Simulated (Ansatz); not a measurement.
# C4H: the cost of one run

Program: Ansatz 0.2.0. Level of theory: the levels named in each step. These are calculated values, not measurements.

## 1. The system as given

Bond lengths: C1–C2 1.210 Å, C2–C3 1.361 Å, C3–C4 1.206 Å, C4–H5 1.049 Å. Angles: C1–C2–C3 180.0°, C2–C3–C4 180.0°, C3–C4–H5 180.0°.

Coordinates:

```xyz
5

C     0.0000    0.0000   -2.4770
C     0.0000    0.0000   -1.2670
C     0.0000    0.0000    0.0940
C     0.0000    0.0000    1.3005
H     0.0000    0.0000    2.3496
```

## 2. A rough first relaxation, PBE-D4/def2-SVP

Contents of input.yaml:

```yaml
crystal:
  periodic: [false, false, false]
  atoms:
    - { symbol: C, position_ang: [0.0, 0.0, -2.47703] }
    - { symbol: C, position_ang: [0.0, 0.0, -1.26697] }
    - { symbol: C, position_ang: [0.0, 0.0, 0.09398] }
    - { symbol: C, position_ang: [0.0, 0.0, 1.30045] }
    - { symbol: H, position_ang: [0.0, 0.0, 2.34957] }
magnetization:
  spin_polarized: true
  initial_magnetization: 1
basis:
  gaussian: { orbitals: def2-SVP }
hamiltonian:
  xc: pbe
  dispersion: d4
relax:
  f_tol: 0.03
  max_steps: 200
```

Run with:

```console
ansatz run input.yaml --threads 2 --pin off --max-ram 5120MiB --backend cpu --events-out ev --progress --plain --runs-dir out
```

Q: Estimate wall time and peak memory on 2 threads of Intel Xeon at 2.50GHz (Skylake/Cascade Lake), shared host.

About 2.4 min, with a peak of 0.14 GiB.
